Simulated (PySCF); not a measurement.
C3H2FN2 (charge -1).
Bonds: F1–C2, C2–C3 (aromatic), C3–N4 (aromatic), N4–C5 (aromatic), C5–N6 (aromatic), C2–N6 (aromatic). Hydrogens: H7 on C3; H8 on C5.

Structure optimised with GFN2-xTB, isolated species.

Entries marked ? are missing.

| coordinate | value |
| --- | --- |
| F1–C2 | 1.377 Å |
| C2–C3 | ? |
| C3–N4 | ? |
| N4–C5 | ? |
| C5–N6 | 1.337 Å |
| C2–N6 | ? |
| C3–H7 | 1.077 Å |
| C5–H8 | 1.080 Å |
| F1–C2–C3 | 127.0° |
| F1–C2–N6 | 121.5° |
| C3–C2–N6 | ? |
| C2–C3–N4 | ? |
| C3–N4–C5 | 103.3° |
| N4–C5–N6 | 116.5° |
| C2–N6–C5 | ? |

Problem. Fill in the missing values.

Solution. 
- C2–C3 = 1.371 Å, aromatic (aromatic C–F carbon to aromatic CH next to a ring nitrogen); 0.09 Å below the sum of covalent radii, 1.46 Å.
- C3–N4 = 1.363 Å, aromatic (aromatic CH next to a ring nitrogen to two-coordinate ring nitrogen); 0.08 Å below the sum of covalent radii, 1.44 Å.
- N4–C5 = 1.330 Å, aromatic (two-coordinate ring nitrogen to aromatic CH next to a ring nitrogen); 0.11 Å below the sum of covalent radii, 1.44 Å.
- C2–N6 = 1.346 Å, aromatic (aromatic C–F carbon to ring nitrogen); 0.09 Å below the sum of covalent radii, 1.44 Å.
- C3–C2–N6 = 111.5°, at the aromatic C–F carbon, inside a 5-membered ring; the outer atoms are 2.245 Å apart.
- C2–C3–N4 = 107.3°, at the aromatic CH next to a ring nitrogen, inside a 5-membered ring; the outer atoms are 2.201 Å apart.
- C2–N6–C5 = 101.4°, at the ring nitrogen, inside a 5-membered ring; the outer atoms are 2.077 Å apart.

Radii are Cordero's, carbon taken as 0.76, 0.73 or 0.69 Å for four, three, and two or fewer neighbours.

Not checked by GFN2-xTB frequencies.

All values are computed, not measured.
